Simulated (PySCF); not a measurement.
Compound: C3H6ClN.
SMILES: `NC/C=C\Cl`

Method used: EOM-IP-CCSD/aug-cc-pVDZ in PySCF, restricted Hartree–Fock reference, frozen core, non-relativistic, gas phase, PBE0-D3(BJ)/def2-SVP geometry.

Hartree–Fock orbital energies give these Koopmans values (eV): HOMO 9.75, HOMO-1 10.98, HOMO-2 12.39, HOMO-3 13.67, HOMO-4 13.90, HOMO-5 14.86, HOMO-6 15.97, HOMO-7 16.36.

**Question.** What vertical ionisation energies does EOM-IP-CCSD give?

**Answer.** 
```csv
leading hole (HF orbital),Koopmans (eV),EOM-IP-CCSD (eV),change (eV),one-hole share
HOMO,9.75,9.40,-0.35,0.96
HOMO-1,10.98,9.78,-1.20,0.95
HOMO-2,12.39,11.42,-0.97,0.95
HOMO-3,13.67,12.67,-1.00,0.95
HOMO-4,13.90,12.78,-1.12,0.95
HOMO-5,14.86,13.69,-1.17,0.95
HOMO-6,15.97,14.64,-1.33,0.95
HOMO-7,16.36,15.08,-1.28,0.94
```

**Question.** Does the order of the lines follow the orbital energies?

**Answer.** Yes, no two lines change places. The corrections run from -1.33 to -0.35 eV, with a mean of -1.05 eV over the 8 lines; no line lies above its Koopmans value. Koopmans values leave out both the relaxation of the orbitals and the change in correlation energy.

**Question.** At what kinetic energies would He II light (40.81 eV) eject these electrons?

**Answer.** 31.41 eV (HOMO), 31.03 eV (HOMO-1), 29.39 eV (HOMO-2), 28.14 eV (HOMO-3), 28.03 eV (HOMO-4), 27.12 eV (HOMO-5), 26.17 eV (HOMO-6), 25.73 eV (HOMO-7).

**Question.** What total energy has the lowest final state, and which wavelength reaches it?

**Answer.** E(CCSD) + ionisation energy = -631.84709 + 0.34545 = -631.50164 Eh, at the geometry of the initial state. The threshold wavelength is 1239.84 eV nm/9.40 eV = 131.9 nm.

Lines less than 0.15 eV apart could change places at a higher level. One root was sought for each valence orbital with −ε under 21 eV, eight at most, so deeper holes and satellites are missing; no vibrational structure.

The values belong to the conformer `[NH2:1][CH2:2]/[CH:3]=[CH:4]\[Cl:5]`: N1–C2–C3–C4 -138°, H–N1–C2–C3 -175°, H–N1–C2–C3 68°.
